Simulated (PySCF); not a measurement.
## Partial charges of [S3]2-

Compound: [S3]2- (charge -2).
Z-matrix (Å and degrees, PBE0-D3(BJ)/def2-SVP geometry), rows numbered from 1:
```
S 
S   1  2.1395
S   2  2.1398  1  116.76
```

Density: PBE0/pcSseg-1 (PySCF); schemes: Mulliken, IAO, Hirshfeld and ESP-fitted. Whether so highly charged an anion holds all its electrons in the gas phase wasn't checked; a finite basis holds them in any case. The ion is multiply charged and computed without counter-ions or solvent. The pcSseg-1 basis has no diffuse functions, a weakness for an anion. The HOMO energy is positive at this level (+5.57 eV), so the outermost electrons may be held by the finite basis alone.

Task: What partial charge does each atom carry?

Result: In e; atoms taken as equivalent share a row and are averaged (×n: the atom named and its like, n in all):

```csv
atom,environment,Mulliken,IAO,Hirshfeld,ESP-fitted
S1/S3,sulfur bonded to S,-0.847,-0.893,-0.824,-0.835
S2,sulfur bonded to 2 S,-0.305,-0.215,-0.351,-0.330
```

Mean size of the charges over all atoms: IAO 0.667 e, Mulliken 0.667 e, ESP-fitted 0.667 e, Hirshfeld 0.667 e. Each set sums to the total charge, -2, to within 0.001 e. The Mulliken scheme counts on each atom the diagonal of the density matrix times the overlap matrix over that atom's basis functions. The ESP scheme is a least-squares fit of atom-centred charges to the potential on four shells outside the van der Waals surface, with the total charge fixed.

Lowest charge. All schemes agree: Mulliken S1/S3 (-0.847); IAO S1/S3 (-0.893); Hirshfeld S1/S3 (-0.824); ESP-fitted S1/S3 (-0.835).

Highest charge. All schemes agree: Mulliken S2 (-0.305); IAO S2 (-0.215); Hirshfeld S2 (-0.351); ESP-fitted S2 (-0.330).

Task: Sum the charges by element.

Result: 
| element | atoms | Mulliken | IAO | Hirshfeld | ESP-fitted |
| --- | --- | --- | --- | --- | --- |
| S | 3 | -2.000 | -2.000 | -2.000 | -2.000 |

Task: How many electrons does the Hirshfeld scheme count on S1?

Result: Its own charge is -0.824 e, so Z − q = 16.824.

The run behind these numbers computed NMR shieldings as well. Hardware: one thread of an Arm Neoverse V2, on a shared host. Cost: 2.2 s wall.
